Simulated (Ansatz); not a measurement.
methanethiol (SMILES CS) moved off its minimum; all values from Ansatz (an electronic-structure program), cores frozen in correlated methods.
(charge 0, multiplicity 1)
```xyz
6

C     -1.0389    -0.3520     0.0667
S      0.4648     0.3577    -0.2545
H     -1.2186    -0.9992     0.9300
H     -1.8019     0.3586     0.0325
H     -1.3197    -1.0977    -0.6854
H      1.2981    -0.7558     0.2886
```

Forces at r2SCAN/def2-TZVPP (eV/Å):

```tsv
atom	Fx	Fy	Fz
C1	-2.075	-3.426	-0.188
S2	3.924	-0.982	1.021
H3	0.623	0.738	0.712
H4	-1.175	1.391	0.095
H5	0.049	0.229	-0.565
H6	-1.346	2.049	-1.075
```

Task: Give the forces (eV/Å), the total energy and the dipole at CCSD(T)/aug-cc-pV(T+d)Z.

Result: 
```json
[
 {"atom": "C1", "Fx": "-2.397", "Fy": "-3.593", "Fz": "-0.144"},
 {"atom": "S2", "Fx": "4.220", "Fy": "-0.892", "Fz": "0.970"},
 {"atom": "H3", "Fx": "0.669", "Fy": "0.738", "Fz": "0.737"},
 {"atom": "H4", "Fx": "-1.185", "Fy": "1.431", "Fz": "0.101"},
 {"atom": "H5", "Fx": "0.094", "Fy": "0.241", "Fz": "-0.581"},
 {"atom": "H6", "Fx": "-1.401", "Fy": "2.075", "Fz": "-1.083"}
]
```
Energy -438.1562 hartree, dipole 1.47 D.
